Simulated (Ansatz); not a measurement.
We consider Li2PbGeS4 (I-42m, No. 121; cell taken from a computed entry), described by HSE06 (plane waves, PAW; Ansatz, an electronic-structure program).

Run with plane-wave cutoff 460 eV, 6×6×6 k mesh, Fermi–Dirac smearing 0.01 eV, scalar-relativistic PAW data made under PBE.

Cell (relaxed with PBEsol):

```yaml
crystal:
  lattice:
    - [-3.24871, 3.24871, 3.83921]
    - [3.24871, -3.24871, 3.83921]
    - [3.24871, 3.24871, -3.83921]
  atoms:
    - { symbol: Li, position: [0.75000, 0.25000, 0.50000] }
    - { symbol: Li, position: [0.25000, 0.75000, 0.50000] }
    - { symbol: Ge, position: [0.50000, 0.50000, 0.00000] }
    - { symbol: Pb, position: [0.00000, 0.00000, 0.00000] }
    - { symbol: S, position: [0.46693, 0.86377, 0.00000] }
    - { symbol: S, position: [0.13623, 0.13623, 0.60316] }
    - { symbol: S, position: [0.86377, 0.46693, 0.00000] }
    - { symbol: S, position: [0.53307, 0.53307, 0.39684] }
```

Predict the band gap, smallest direct gap on the k points sampled and direct gap at Γ.


- band gap: 3.11 eV
- smallest direct gap on the k points sampled: 3.16 eV
- direct gap at Γ: 5.39 eV

Note: cell and atoms aren't relaxed at this level (largest force component 0.14 eV/Å, pressure 0.8 GPa).

Spin–orbit coupling is not included; with these elements it can move the gap by several tenths of an eV or more.

Computing time: roughly 8 core-minutes.
